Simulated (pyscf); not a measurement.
`[F][Sn][F]` [singlet] + `[SH2]` → `[F][SnH]([F])[SH]` (insertion; singlet surface; H–S broken, S–Sn, H–Sn formed). Single points on ωB97X-D3(BJ)/def2-SVP structures (PySCF, gas phase). Correlated levels are frozen-core, on RHF or UHF. ΔMP2 is the change of the MP2 total energy from the triple- to the quadruple-zeta basis. Energies in kcal/mol from the separated reactants.

```csv
level,barrier,reaction energy
ωB97X-D3(BJ)/def2-TZVP,44.3,-7.4
PBE/def2-TZVP,?,+2.8
B3LYP-D3(BJ)/def2-TZVP,44.4,+3.1
M06-2X/def2-TZVP,43.8,-4.8
ωB97M-D3(BJ)/def2-TZVP,49.1,+0.7
CCSD/def2-TZVPP,50.3,-1.2
CCSD(T)/def2-TZVPP + ΔMP2(QZVPP),?,?
```

Problem. Some entries are withheld; supply them.

Solution. 
- PBE/def2-TZVP, barrier: 37.3
- CCSD(T)/def2-TZVPP + ΔMP2(QZVPP), barrier: 44.8
- CCSD(T)/def2-TZVPP + ΔMP2(QZVPP), reaction energy: -1.7

On the reactant side the descent ends in an adduct with a S–Sn contact, 13.5 kcal/mol under the separated species and 57.8 kcal/mol under the saddle at ωB97X-D3(BJ)/def2-TZVP. What is counted as formed (S–Sn) is already present as a longer contact in the reactant adduct; forming that adduct is a step of its own. This is the saddle that the search found; another between the same sides may lie lower. The CCSD(T) − MP2 part came from Ansatz, without density fitting, on the same reference. The frozen core leaves the outer d or s,p core shells of the metals and heavy elements correlated in the MP2 and CC values, and def2-TZVPP describes them poorly, which can shift differences by a few kcal/mol. Elements past Kr carry the def2 core potentials, without spin-orbit coupling.
